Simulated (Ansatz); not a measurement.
A made-up structure of AlBH₃F, closed shell:

```
6
angstrom
F -0.5267 -2.0569 -0.1092
B -0.7275 -0.7703 -0.3758
Al 0.6536 0.7326 0.3333
H -1.7217 -0.5490 -1.0280
H -0.2601 -1.4918 -1.1397
H 0.4327 1.4493 1.7377
```

It is relaxed with PBE-D4/def2-SVP and then PBE0-D4/def2-TZVP (Ansatz 0.2.0). Atoms count as bonded within 1.22 times the sum of their covalent radii (H–H: 0.88 Å). The end point is not checked to be a true minimum.

**Question.** Does its bonding change? (A judgement: the text doesn't fix the answer.)

**Answer.** The calculation gives: Yes. Formed: F1–Al3; broken: F1–B2.

Where it ends: The first stage lowers the energy by 5.10 eV in 19 steps. It ends as AlBH₃F ([BH2][AlH][F]):
F1  (-0.260, -1.348, 1.978)
B2  (-0.707, -0.669, -1.150)
Al3  (-0.033, -0.199, 0.806)
H4  (-1.813, -0.405, -1.531)
H5  (-0.008, -1.206, -1.962)
H6  (0.671, 1.141, 1.278)
(Å)

Labels in which every atom is bracketed show which atoms are joined, not bond orders.

For scale, one of the runs: PBE0-D4/def2-TZVP relaxation, 117 basis functions, launched by `ansatz run in.yaml --threads 2 --pin off --events-out ev --progress --plain --max-ram 4352MiB`. The run took about 21 s on 2 CPU threads of an Intel Xeon Platinum 8488C (shared host).
